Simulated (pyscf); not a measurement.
This saddle point was located with ωB97X-D3(BJ)/def2-SVP in PySCF.

```xyz
12

C     -2.1503     1.5762     0.1527
Ga    -0.6892     0.2916     0.3805
C     -0.1494    -1.4195    -0.4053
H     -2.1774     1.9590    -0.8791
H     -3.1222     1.1053     0.3667
H     -2.0236     2.4306     0.8342
H      0.7927     1.2291     0.6591
H      0.7768    -1.7847     0.0630
H      0.0287    -1.3144    -1.4866
H     -0.9320    -2.1803    -0.2615
H     -0.3378     0.2033     2.1185
H      0.4072     0.7994     1.5866
```

Surface: singlet, charge 0. Lowest wavenumbers (cm⁻¹): 1446i, 101, 113, 142, 249.

Name the species on either side of this saddle.

H₃C–GaH–CH₃ + H₂ ⇌ H₃C–GaH–CH₃ + H₂, a four-centre exchange read from left to right: Ga–H, H–H broken and Ga–H, H–H formed. At ωB97M-D3(BJ)/def2-TZVP it lies +114.1 kJ/mol from the left side and +114.1 kJ/mol from the right (each side as separated species at their lowest minima found). At the saddle there is also a short Ga–H contact that neither side keeps. This is the saddle that the search found; another between the same sides may lie lower. Elements up to Kr have no core potential and no relativistic terms here.
